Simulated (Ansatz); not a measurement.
Input file:

```yaml
crystal:
  periodic: [false, false, false]
  atoms:
    - {symbol: B, position_ang: [-0.096070, 0.006930, 0.086383]}
    - {symbol: H, position_ang: [0.165366, 0.554382, -0.982963]}
    - {symbol: H, position_ang: [0.540055, -0.017176, 1.029366]}
    - {symbol: H, position_ang: [0.325012, -0.611533, -0.972930]}
basis:
  gaussian: {orbitals: cc-pVDZ}
magnetization: {spin_polarized: true, initial_magnetization: 2}
hamiltonian: {xc: {name: wB97M-V}}
output: {orbitals: {seedname: orbitals}}
```

```sh
$ ansatz run in.yaml --threads 1 --pin off --events-out ev --progress --plain --max-ram 2393MiB
```

The program prints:

```
  # Of w^i u^j: cxij and so on, Table III.
  gx(w, u) = 1 - cx + cx01*u + cx10*w
  gss(w, u) = css00 + css04*u^4 + css10*w + css20*w^2 + css43*w^4*u^3
  gos(w, u) = cos00 + cos10*w + (cos20 + cos21*u)*w^2 + (cos60 + cos61*u)*w^6
      + integral(e_c_pw_mod_opposite_spin*gos(b97_w_opposite, b97_u_opposite)) + vv10(b, c)
328 factors; their error is unknown
106 factors; integrals over basis functions are off by at most 3.2e-6 eV
mean field evaluation 1: about -718.6607 eV, gradient 6.8e0 eV
mean field evaluation 2: about -719.0396 eV, gradient 2.0e0 eV
mean field evaluation 4: about -719.0834 eV, gradient 1.5e-1 eV
mean field evaluation 8: about -719.0774 eV, gradient 1.5e-2 eV
mean field -719.07737150 eV, -26.4256059945 hartree, gradient 5.9e-5 eV, S^2 2.001824; 0 other end points of the search recorded, 0 dependent functions left out
reference -719.07739996 eV, -26.4256070405 hartree; 5, 3 occupied and 24, 26 virtual orbitals, 328 factors
Total energy: -719.07739996 eV, -26.4256070405 hartree
```

Ran on 1 thread of Intel Xeon Platinum 8259CL, shared host: 1.6 s wall, 0.15 GiB peak host memory.
